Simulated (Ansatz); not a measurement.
# Counterpoise correction, worked out

The pair of NH3 (SMILES N, atoms 1–4) and CH2O (SMILES C=O, atoms 5–8), both closed shells, in one local arrangement (a lower one may exist), relaxed at PBE0-D4/def2-TZVP:

```csv
atom,x (Å),y (Å),z (Å)
N1,0.1499,-0.0286,-1.5321
H2,0.2244,-0.8720,-2.0870
H3,-0.6377,-0.1502,-0.9027
H4,-0.0856,0.7236,-2.1674
C5,0.0997,0.0843,1.6750
O6,-1.0340,-0.1455,1.3559
H7,0.3889,0.1756,2.7410
H8,0.8943,0.2127,0.9174
```

Program: Ansatz 0.2.0. Basis: def2-TZVPPD. Cores are frozen in the correlated methods.

CCSD(T) total energies in eV:

| system | geometry | basis functions | energy |
| --- | --- | --- | --- |
| pair | pair | all | -4648.37606 |
| NH3 | as in the pair | all (partner as ghosts) | -1536.86890 |
| CH2O | as in the pair | all (partner as ghosts) | -3111.36037 |
| NH3 | as in the pair | its own | -1536.86026 |
| CH2O | as in the pair | its own | -3111.35178 |
| NH3 | free (PBE0-D4 minimum) | its own | -1536.86076 |
| CH2O | free (PBE0-D4 minimum) | its own | -3111.34815 |

Question: Work out the interaction energy with and without the counterpoise correction, the superposition error, and the binding energy from the relaxed fragments.

Answer: Without correction: -4648.37606 − (-1536.86026) − (-3111.35178) = -0.16402 eV.
With correction (each fragment in the whole basis): -4648.37606 − (-1536.86890) − (-3111.36037) = -0.14679 eV = -3.39 kcal/mol.
The superposition error is the difference, 0.01723 eV, 11 % of the uncorrected value: each fragment borrows its partner's functions.
Deformation from the free shapes: 0.00050 eV for NH3 and -0.00363 eV for CH2O (a small negative value is possible, since the free shapes are minima of another method).
Binding energy from relaxed fragments: -0.14679 + 0.00050 + (-0.00363) = -0.14992 eV = -3.46 kcal/mol (electronic, without zero-point energy; negative means bound). For comparison, the corrected interaction energy by CCSD(T) at an estimated basis limit (MP2 extrapolated from triple and quadruple zeta, plus CCSD(T) − MP2 in triple zeta) is -0.163 eV; triple zeta with the correction binds less.

No T1 diagnostic of these runs exceeds 0.016.

For scale, one of the runs: CCSD(T)/def2-TZVPPD, 199 basis functions, launched by `ansatz run in.yaml --threads 2 --pin off --events-out ev --progress --plain --max-ram 5222MiB`. Hardware: 2 CPU threads of an Arm Neoverse V1, shared host. Wall time 50 s; peak host memory 2.5 GiB.
